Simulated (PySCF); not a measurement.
C3H5ClNO (doublet state).
Numbering: `[NH2:1][C:2](=[O:3])[CH:4][CH2:5][Cl:6]` (hydrogens: H7, H8 on N1; H9 on C4; H10, H11 on C5)

Structure used (GFN2-xTB), in Å, numbered top down from 1:
```
atom  x, y, z in Å
N1     2.0418   -0.1338   -0.0644
C2     0.7478   -0.4293   -0.3918
O3     0.4795   -1.1936   -1.3090
C4    -0.2539    0.1899    0.4451
C5    -1.6667   -0.0006    0.1532
Cl6   -2.3548    1.5955   -0.4110
H7     2.2751    0.5747    0.6067
H8     2.7707   -0.4968   -0.6547
H9     0.0375    0.8680    1.2311
H10   -1.8071   -0.7132   -0.6592
H11   -2.2645   -0.2579    1.0281
```

The hyperfine couplings belong to this conformer and change with its torsions.

The calculation used PySCF 2.14.0, UKS B3LYP, pcH-1 on C Cl H N O, non-relativistic, mean-field spin-orbit, GIAO. Geometry: GFN2-xTB, one conformer, isolated molecule. Couplings are sensitive to structure, and on GFN2-xTB geometries they can be far from those on DFT ones. No stability test was run, so a lower SCF solution isn't excluded.

Task: The isotropic 13C couplings are +74.0, -36.6, -20.0 MHz. Assign them to C2; C4; C5.

Result: 
```
site  a_iso (MHz)  ρ(0) (bohr⁻³)                 position  distance from C4 (Å)  spin population  largest |T| (MHz)
  C2        -36.6        -0.0326           1 bond from C4                  1.44            -0.08                7.8
  C4        +74.0        +0.0659  largest spin population                  0.00            +0.89              141.7
  C5        -20.0        -0.0178           1 bond from C4                  1.46            -0.07                3.8
```

Task: The isotropic 1H couplings, averaged over equivalent nuclei, are -54.3, +33.5, -5.6, -3.5 MHz. Assign them to H7; H8; H9; H10/H11.

Result: 
```
   site  a_iso (MHz)  ρ(0) (bohr⁻³)            position  distance from C4 (Å)  bound to  spin population there  largest |T| (MHz)
     H7         -3.5        -0.0008  γ, 3 bonds from C4                  2.56        N1                  +0.05                4.9
     H8         -5.6        -0.0013  γ, 3 bonds from C4                  3.29        N1                  +0.05                5.9
     H9        -54.3        -0.0121   α, 1 bond from C4                  1.08        C4                  +0.89               34.9
H10/H11        +33.5        +0.0075  β, 2 bonds from C4                  2.12        C5                  -0.07                8.0
```

ρ(0) is the spin density at the nucleus and T the dipolar tensor; a_iso includes a spin–orbit part; entries for several nuclei are means. The largest Mulliken spin populations are on C4 (+0.89), O3 (+0.14), Cl6 (+0.09) and C2 (-0.08). The positive populations add up to 1.19 and the negative ones to -0.19, together 2S = 1. The angles at C4 add up to 359.8°, so it is planar; its axial dipolar tensor and the negative coupling of its proton fit spin in a p orbital normal to that plane.

Nuclei that the bonding pattern makes equivalent are averaged, as if the motion that swaps them (rotation, inversion, ring flip) were fast. H7 and H8 aren't averaged: N1 is flat or nearly so (angle sum 359°), and its turn about the short N1–C2 bond (1.37 Å) is taken as slow. The 1H value of +33.5 MHz is a mean of couplings from 2.9 to 64.1 MHz in this one geometry, not an average over conformers.
